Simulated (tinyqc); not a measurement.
Worked calculation (part 2 of 3): UHF in the sto-3g basis, for NH, spin multiplicity 3. This run ends on a higher stationary point, not on the lowest solution. Computed by tinyqc, a small Python program that keeps every step (integrals from PySCF). Command: `OMP_NUM_THREADS=1 python tinyqc.py 20480 20481 out.jsonl` (the two numbers bound the seeds that draw the settings). One thread of a shared host (Intel(R) Xeon(R) Processor @ 2.60GHz), about 0.2 s of CPU time with the checks.

Geometry (angstrom):
```
atom         x         y         z
N     0.000000  0.000000  0.000000
H     0.000000  0.000000  1.930000
```

## Iteration 3: DIIS over 3 matrices

error matrix X^T (FDS - SDF) X (alpha):
```
           1          2          3          4          5          6
1   0.000000  -0.001760   0.003354  -0.002210  -0.018095   0.003965
2   0.001760   0.000000  -0.009300   0.005745   0.058091  -0.014041
3  -0.003354   0.009300   0.000000   0.000728  -0.015074   0.005805
4   0.002210  -0.005745  -0.000728   0.000000   0.013860  -0.004685
5   0.018095  -0.058091   0.015074  -0.013860   0.000000  -0.013503
6  -0.003965   0.014041  -0.005805   0.004685   0.013503   0.000000
```

B (overlaps of the stored error matrices), lower triangle:
```
               1              2              3
1  2.2365444e+01
2  1.2250038e+00  2.0307532e-01
3  4.7641764e-02  5.2779850e-02  2.3005063e-02
```

Minimise |sum c_i e_i|^2 with sum c_i = 1: solve [B -1; -1 0][c; lambda] = [0; -1] with B_ij = tr e_i^T e_j summed over both spins, and take F = sum c_i F_i.

DIIS coefficients: 0.022776  -0.463927  1.441150

extrapolated F(alpha) (hartree), lower triangle:
```
             1N 1s      1N 2s     1N 2px     1N 2py     1N 2pz      2H 1s
1N 1s   -15.308749
1N 2s    -3.896219  -1.878841
1N 2px   -0.003058  -0.032407  -0.344186
1N 2py   -0.002798  -0.006911  -0.029277  -0.418523
1N 2pz    0.000018   0.081805  -0.084458   0.065179   0.149613
2H 1s    -0.123449  -0.180043   0.002985  -0.002940  -0.155875  -0.478588
```

extrapolated F(beta) (hartree), lower triangle:
```
             1N 1s      1N 2s     1N 2px    1N 2py     1N 2pz     2H 1s
1N 1s   -15.281719
1N 2s    -3.861847  -1.700340
1N 2px   -0.003208   0.044399  -0.163452
1N 2py   -0.004403   0.017234   0.119116  0.310869
1N 2pz    0.000099  -0.099245  -0.214863  0.052066   0.137187
2H 1s    -0.121618  -0.166357  -0.029875  0.011180  -0.088252  0.249587
```

## Iteration 3: diagonalisation and new density

X, lower triangle:
```
            1N 1s      1N 2s    1N 2px    1N 2py     1N 2pz     2H 1s
1N 1s    1.021701
1N 2s   -0.122498   1.027007
1N 2px   0.000000   0.000000  1.000000
1N 2py   0.000000   0.000000  0.000000  1.000000
1N 2pz  -0.000833   0.006155  0.000000  0.000000   1.006996
2H 1s    0.007000  -0.060315  0.000000  0.000000  -0.068869  1.012212
```

Diagonalise F' = X^T F X, C = X C', fill 5 alpha and 3 beta electrons from the bottom; D(s) = C_occ C_occ^T. Each column has its largest component positive (the first on a tie).

F' = X^T F X (alpha) (hartree), lower triangle:
```
            1          2          3          4          5          6
1  -15.034767
2   -1.989245  -1.211181
3    0.000937  -0.033608  -0.344186
4   -0.002087  -0.006177  -0.029277  -0.418523
5   -0.014363   0.097662  -0.085451   0.065798   0.172175
6    0.012316  -0.078025   0.010772  -0.007068  -0.142921  -0.451287
```

orbital energies (alpha) (hartree): MO1 -15.315331, MO2 -0.949898, MO3 -0.477418, MO4 -0.428898, MO5 -0.351765, MO6 0.235540

coefficients C (alpha):
```
              MO1        MO2        MO3        MO4        MO5        MO6
1N 1s    0.994580  -0.259573   0.035942   0.015946   0.001906  -0.028489
1N 2s    0.022137   1.012079  -0.170915  -0.068577  -0.004478   0.121228
1N 2px   0.000252   0.043627   0.016477   0.265891   0.950231  -0.155522
1N 2py   0.000197   0.023398  -0.161902   0.949430  -0.246859   0.104327
1N 2pz   0.000078  -0.071249   0.180009  -0.030951   0.168501   0.975701
2H 1s   -0.001583   0.082793   0.950941   0.162398  -0.112814  -0.287672
```

F' = X^T F X (beta) (hartree), lower triangle:
```
            1          2          3         4          5         6
1  -15.012476
2   -1.978426  -1.032510
3   -0.008747   0.046471  -0.163452
4   -0.006575   0.017885   0.119116  0.310869
5    0.008244  -0.090665  -0.214033  0.051770   0.151399
6    0.015399  -0.105431  -0.018143  0.006661  -0.112422  0.282766
```

orbital energies (beta) (hartree): MO1 -15.287069, MO2 -0.781128, MO3 -0.306437, MO4 0.203050, MO5 0.339874, MO6 0.368305

coefficients C (beta):
```
              MO1        MO2        MO3        MO4        MO5        MO6
1N 1s    0.995159  -0.257965   0.008971   0.042383  -0.007904   0.010079
1N 2s    0.019858   1.015641  -0.038472  -0.186340   0.030943  -0.065905
1N 2px   0.000152  -0.033019   0.863660  -0.394298   0.230893   0.210281
1N 2py   0.000258  -0.018792  -0.204272   0.110078   0.972201  -0.025064
1N 2pz   0.000305   0.102314   0.442194   0.611937   0.008534  -0.662026
2H 1s   -0.001425   0.043647   0.080664   0.593501  -0.028281   0.819479
```

D(alpha) after iteration 3, lower triangle:
```
            1N 1s      1N 2s     1N 2px     1N 2py    1N 2pz     2H 1s
1N 1s    1.058117
1N 2s   -0.247936   1.058728
1N 2px  -0.004431   0.018854   0.975813
1N 2py   0.002972  -0.012647   0.016225   0.989116
1N 2pz   0.024869  -0.101507   0.151743  -0.101792  0.066830
2H 1s    0.013488  -0.089404  -0.044739   0.030012  0.141244  0.950247
```

D(beta) after iteration 3, lower triangle:
```
            1N 1s      1N 2s     1N 2px     1N 2py    1N 2pz     2H 1s
1N 1s    1.056968
1N 2s   -0.242583   1.033401
1N 2px   0.016417  -0.066759   0.746999
1N 2py   0.003272  -0.011223  -0.175801   0.042080
1N 2pz  -0.022123   0.086909   0.378527  -0.092250  0.206003
2H 1s   -0.011954   0.041198   0.068225  -0.017298  0.040134  0.008414
```

## Iteration 4: building the Fock matrix

core Hamiltonian H = T + V (hartree), lower triangle:
```
             1N 1s      1N 2s     1N 2px     1N 2py     1N 2pz      2H 1s
1N 1s   -24.469396
1N 2s    -5.625807  -6.531550
1N 2px    0.000000   0.000000  -5.176094
1N 2py    0.000000   0.000000   0.000000  -5.176094
1N 2pz   -0.004355  -0.055586   0.000000   0.000000  -5.200474
2H 1s    -0.176115  -0.554742   0.000000   0.000000  -0.544941  -2.384841
```

Two-electron integrals (ij|kl) in chemists' order, unique and non-zero (hartree):
```
(11|11) 4.166630   (21|11) 0.640849   (21|21) 0.117461   (22|11) 0.969864
(22|21) 0.220936   (22|22) 0.708245   (31|31) 0.020960   (32|31) 0.032452
(32|32) 0.156449   (33|11) 0.967124   (33|21) 0.220977   (33|22) 0.708086
(33|33) 0.762805   (41|41) 0.020960   (42|41) 0.032452   (42|42) 0.156449
(43|43) 0.041119   (44|11) 0.967124   (44|21) 0.220977   (44|22) 0.708086
(44|33) 0.680568   (44|44) 0.762805   (51|51) 0.020960   (52|51) 0.032452
(52|52) 0.156449   (53|53) 0.041119   (54|54) 0.041119   (55|11) 0.967124
(55|21) 0.220977   (55|22) 0.708086   (55|33) 0.680568   (55|44) 0.680568
(55|55) 0.762805   (61|11) 0.020039   (61|21) 0.003648   (61|22) 0.006841
(61|33) 0.006828   (61|44) 0.006828   (61|51) 0.000188   (61|52) 0.000358
(61|55) 0.006868   (61|61) 0.000115   (62|11) 0.068315   (62|21) 0.015841
(62|22) 0.058964   (62|33) 0.057722   (62|44) 0.057722   (62|51) 0.001307
(62|52) 0.011432   (62|55) 0.061386   (62|61) 0.000507   (62|62) 0.007552
(63|31) 0.001341   (63|32) 0.008604   (63|53) 0.002153   (63|63) 0.000824
(64|41) 0.001341   (64|42) 0.008604   (64|54) 0.002153   (64|64) 0.000824
(65|11) 0.066123   (65|21) 0.015484   (65|22) 0.061165   (65|33) 0.058687
(65|44) 0.058687   (65|51) 0.002298   (65|52) 0.018401   (65|55) 0.066050
(65|61) 0.000508   (65|62) 0.009325   (65|65) 0.012141   (66|11) 0.274025
(66|21) 0.064399   (66|22) 0.273272   (66|33) 0.265700   (66|44) 0.265700
(66|51) 0.004324   (66|52) 0.054260   (66|55) 0.288296   (66|61) 0.002050
(66|62) 0.051478   (66|65) 0.071907   (66|66) 0.774606
```

nuclear repulsion = 1.91929558 hartree

J_ij = sum D_kl (ij|kl) with D = D(alpha) + D(beta), K_ij = sum D_kl (ik|jl) for each spin; F = H + J - K(s); E = tr D H + tr D J / 2 - 0.5 sum_s tr D(s) K(s) + E_nn.

Coulomb J (hartree), lower triangle:
```
            1N 1s      1N 2s     1N 2px     1N 2py    1N 2pz     2H 1s
1N 1s   13.420647
1N 2s    2.437143   5.738103
1N 2px  -0.002544  -0.013807   5.782279
1N 2py  -0.001253  -0.006845  -0.013123   5.725403
1N 2pz   0.004022   0.053202   0.043709  -0.015903  5.687017
2H 1s    0.075886   0.479705   0.001530  -0.001209  0.504192  2.660680
```

exchange K(alpha) (hartree), lower triangle:
```
            1N 1s      1N 2s     1N 2px     1N 2py    1N 2pz     2H 1s
1N 1s    4.257998
1N 2s    0.708010   1.082728
1N 2px   0.000035   0.012209   0.959386
1N 2py  -0.000023  -0.008190   0.011709   0.968987
1N 2pz   0.000103  -0.067587   0.106789  -0.071636  0.330464
2H 1s    0.023392   0.105491  -0.001478   0.000991  0.117809  0.755660
```

exchange K(beta) (hartree), lower triangle:
```
            1N 1s      1N 2s     1N 2px     1N 2py    1N 2pz     2H 1s
1N 1s    4.235155
1N 2s    0.674342   0.910004
1N 2px  -0.000140  -0.049030   0.748957
1N 2py   0.000247  -0.010020  -0.126873   0.240227
1N 2pz   0.000398   0.075600   0.277328  -0.067628  0.364536
2H 1s    0.021226   0.089605   0.036919  -0.010940  0.048871  0.028912
```

F(alpha) (hartree), lower triangle:
```
             1N 1s      1N 2s     1N 2px     1N 2py     1N 2pz      2H 1s
1N 1s   -15.306747
1N 2s    -3.896674  -1.876175
1N 2px   -0.002579  -0.026017  -0.353201
1N 2py   -0.001230   0.001345  -0.024833  -0.419678
1N 2pz   -0.000437   0.065204  -0.063080   0.055733   0.156079
2H 1s    -0.123621  -0.180528   0.003008  -0.002200  -0.158558  -0.479821
```

F(beta) (hartree), lower triangle:
```
             1N 1s      1N 2s     1N 2px    1N 2py     1N 2pz     2H 1s
1N 1s   -15.283903
1N 2s    -3.863006  -1.703451
1N 2px   -0.002404   0.035223  -0.142772
1N 2py   -0.001501   0.003176   0.113750  0.309082
1N 2pz   -0.000732  -0.077983  -0.233619  0.051725   0.122007
2H 1s    -0.121454  -0.164642  -0.035389  0.009732  -0.089620  0.246927
```

total energy of this density = -54.02885554 hartree

## Iteration 4: DIIS over 4 matrices

error matrix X^T (FDS - SDF) X (alpha):
```
           1          2          3          4          5          6
1   0.000000   0.000076  -0.000093  -0.000028  -0.001441   0.000339
2  -0.000076   0.000000  -0.000198   0.000768   0.015429  -0.003568
3   0.000093   0.000198   0.000000  -0.001005  -0.022522   0.005223
4   0.000028  -0.000768   0.001005   0.000000   0.008942  -0.002124
5   0.001441  -0.015429   0.022522  -0.008942   0.000000  -0.001129
6  -0.000339   0.003568  -0.005223   0.002124   0.001129   0.000000
```

B (overlaps of the stored error matrices), lower triangle:
```
                1              2              3              4
1   2.2365444e+01
2   1.2250038e+00  2.0307532e-01
3   4.7641764e-02  5.2779850e-02  2.3005063e-02
4  -9.2776907e-04  9.9288806e-03  7.0034871e-03  4.7932261e-03
```

As before.

DIIS coefficients: -0.001749  0.047969  -0.295743  1.249523

extrapolated F(alpha) (hartree), lower triangle:
```
             1N 1s      1N 2s     1N 2px     1N 2py     1N 2pz      2H 1s
1N 1s   -15.307170
1N 2s    -3.896721  -1.877610
1N 2px   -0.002569  -0.023228  -0.356375
1N 2py   -0.000199   0.005353  -0.023375  -0.421094
1N 2pz    0.000070   0.057699  -0.057286   0.052401   0.159281
2H 1s    -0.123653  -0.180651   0.003227  -0.001987  -0.159891  -0.477992
```

extrapolated F(beta) (hartree), lower triangle:
```
             1N 1s      1N 2s     1N 2px    1N 2py     1N 2pz     2H 1s
1N 1s   -15.284487
1N 2s    -3.863051  -1.704409
1N 2px   -0.002346   0.032087  -0.136966
1N 2py   -0.000214  -0.004649   0.112491  0.310105
1N 2pz   -0.000277  -0.071666  -0.238713  0.051377   0.116826
2H 1s    -0.121435  -0.165499  -0.037381  0.009072  -0.090696  0.245923
```

## Iteration 4: diagonalisation and new density

As before.

F' = X^T F X (alpha) (hartree), lower triangle:
```
            1          2          3          4          5          6
1  -15.032982
2   -1.990089  -1.209959
3    0.000291  -0.024087  -0.356375
4   -0.000917   0.005964  -0.023375  -0.421094
5   -0.011368   0.073083  -0.058050   0.052938   0.182240
6    0.012035  -0.077087   0.008595  -0.005945  -0.146278  -0.450195
```

orbital energies (alpha) (hartree): MO1 -15.313789, MO2 -0.944538, MO3 -0.475222, MO4 -0.429866, MO5 -0.357202, MO6 0.232253

coefficients C (alpha):
```
              MO1        MO2        MO3        MO4        MO5        MO6
1N 1s    0.994563  -0.259909   0.040192   0.006917   0.004524  -0.023130
1N 2s    0.022200   1.013067  -0.187966  -0.031187  -0.016262   0.100288
1N 2px   0.000206   0.033524  -0.001563   0.261761   0.958845  -0.104744
1N 2py   0.000005  -0.003779  -0.112308   0.957408  -0.252186   0.084523
1N 2pz   0.000108  -0.048467   0.171072  -0.035697   0.119400   0.985737
2H 1s   -0.001578   0.086973   0.959929   0.121181  -0.066384  -0.291343
```

F' = X^T F X (beta) (hartree), lower triangle:
```
            1          2          3         4          5         6
1  -15.015119
2   -1.978893  -1.036307
3   -0.006390   0.034026  -0.136966
4    0.000371  -0.004979   0.112491  0.310105
5    0.004449  -0.062171  -0.237609  0.051083   0.131415
6    0.015744  -0.106080  -0.023349  0.005923  -0.114937  0.279370
```

orbital energies (beta) (hartree): MO1 -15.289860, MO2 -0.778786, MO3 -0.310267, MO4 0.206316, MO5 0.336568, MO6 0.368527

coefficients C (beta):
```
              MO1        MO2        MO3        MO4        MO5        MO6
1N 1s    0.995148  -0.258801   0.008839   0.036740  -0.003136   0.013894
1N 2s    0.019902   1.018751  -0.038467  -0.164275   0.015403  -0.080446
1N 2px   0.000113  -0.021988   0.834210  -0.437936   0.213042   0.257750
1N 2py   0.000019   0.002678  -0.193863   0.130352   0.971219   0.046389
1N 2pz   0.000297   0.074715   0.494050   0.574152   0.052915  -0.660835
2H 1s   -0.001443   0.044094   0.095514   0.604155  -0.100556   0.804250
```

D(alpha) after iteration 4, lower triangle:
```
            1N 1s      1N 2s     1N 2px     1N 2py    1N 2pz     2H 1s
1N 1s    1.058393
1N 2s   -0.249070   1.063367
1N 2px  -0.002423   0.010505   0.989029
1N 2py   0.001955  -0.008477   0.008853   0.992856
1N 2pz   0.019873  -0.082082   0.103250  -0.083317  0.047145
2H 1s    0.014945  -0.095060  -0.030516   0.024625  0.147749  0.948121
```

D(beta) after iteration 4, lower triangle:
```
            1N 1s      1N 2s     1N 2px     1N 2py    1N 2pz     2H 1s
1N 1s    1.057375
1N 2s   -0.244188   1.039729
1N 2px   0.013177  -0.054488   0.696390
1N 2py  -0.002388   0.010186  -0.161781   0.037590
1N 2pz  -0.014674   0.057117   0.410499  -0.095578  0.249668
2H 1s   -0.012003   0.041218   0.078709  -0.018399  0.050483  0.011069
```

## Iteration 30 (converged): orbitals

converged F(alpha) (hartree), lower triangle:
```
             1N 1s      1N 2s     1N 2px     1N 2py     1N 2pz      2H 1s
1N 1s   -15.297466
1N 2s    -3.894231  -1.874199
1N 2px    0.000000   0.000017  -0.348766
1N 2py    0.000000   0.000005  -0.020737  -0.419779
1N 2pz   -0.000941   0.019944   0.000289   0.000149   0.171517
2H 1s    -0.123597  -0.181191  -0.000009  -0.000003  -0.162128  -0.492342
```

converged F(beta) (hartree), lower triangle:
```
             1N 1s      1N 2s     1N 2px     1N 2py     1N 2pz     2H 1s
1N 1s   -15.275134
1N 2s    -3.860929  -1.705857
1N 2px    0.000000  -0.000018  -0.255247
1N 2py   -0.000001  -0.000005   0.161243   0.296929
1N 2pz   -0.000860  -0.032271   0.000203  -0.000085   0.257522
2H 1s    -0.121046  -0.156805   0.000041  -0.000013  -0.062190  0.250195
```

As before.

F' = X^T F X (alpha) (hartree), lower triangle:
```
            1          2          3          4          5          6
1  -15.023429
2   -1.989034  -1.207301
3   -0.000002   0.000020  -0.348766
4   -0.000001   0.000006  -0.020737  -0.419779
5   -0.007774   0.034371   0.000291   0.000150   0.194424
6    0.011752  -0.074317  -0.000030  -0.000014  -0.146121  -0.464763
```

orbital energies (alpha) (hartree): MO1 -15.304080, MO2 -0.938723, MO3 -0.485802, MO4 -0.425391, MO5 -0.343154, MO6 0.227535

coefficients C (alpha):
```
              MO1        MO2        MO3        MO4        MO5        MO6
1N 1s    0.994565  -0.259799   0.045595   0.000021   0.000009  -0.013962
1N 2s    0.022197   1.012408  -0.209544  -0.000099  -0.000045   0.063660
1N 2px   0.000000  -0.000020  -0.000277   0.261230   0.965276   0.000499
1N 2py   0.000000  -0.000006  -0.000363   0.965276  -0.261230   0.000216
1N 2pz   0.000228  -0.015340   0.149101  -0.000275  -0.000399   0.998176
2H 1s   -0.001592   0.096138   0.971336   0.000508   0.000290  -0.283307
```

F' = X^T F X (beta) (hartree), lower triangle:
```
            1          2          3          4          5         6
1  -15.005908
2   -1.977587  -1.038801
3    0.000002  -0.000020  -0.255247
4    0.000000  -0.000005   0.161243   0.296929
5   -0.000875  -0.022836   0.000202  -0.000084   0.270635
6    0.015364  -0.099776   0.000028  -0.000007  -0.098124  0.279705
```

orbital energies (beta) (hartree): MO1 -15.280515, MO2 -0.774839, MO3 -0.298884, MO4 0.184592, MO5 0.340565, MO6 0.376392

coefficients C (beta):
```
              MO1        MO2        MO3        MO4        MO5        MO6
1N 1s    0.995142  -0.259810  -0.000002   0.027135  -0.000012   0.019580
1N 2s    0.019927   1.022898   0.000011  -0.127374   0.000064  -0.102391
1N 2px   0.000000   0.000020   0.965276   0.000396   0.261230  -0.000030
1N 2py   0.000000   0.000005  -0.261230   0.000027   0.965276   0.000589
1N 2pz   0.000286   0.030249  -0.000395   0.697363   0.000318  -0.729103
2H 1s   -0.001475   0.036767  -0.000092   0.630781  -0.000529   0.796093
```

D(alpha) after iteration 30, lower triangle:
```
            1N 1s      1N 2s     1N 2px     1N 2py    1N 2pz     2H 1s
1N 1s    1.058733
1N 2s   -0.250501   1.069372
1N 2px   0.000007  -0.000032   1.000000
1N 2py   0.000003  -0.000014   0.000000   1.000000
1N 2pz   0.011010  -0.046768  -0.000498  -0.000215  0.022467
2H 1s    0.017728  -0.106243   0.000141   0.000061  0.143352  0.952740
```

D(beta) after iteration 30, lower triangle:
```
            1N 1s     1N 2s     1N 2px    1N 2py    1N 2pz     2H 1s
1N 1s    1.057808
1N 2s   -0.245929  1.046717
1N 2px  -0.000007  0.000031   0.931758
1N 2py  -0.000001  0.000002  -0.252160  0.068241
1N 2pz  -0.007574  0.030948  -0.000381  0.000103  0.000915
2H 1s   -0.011021  0.037580  -0.000088  0.000024  0.001112  0.001354
```
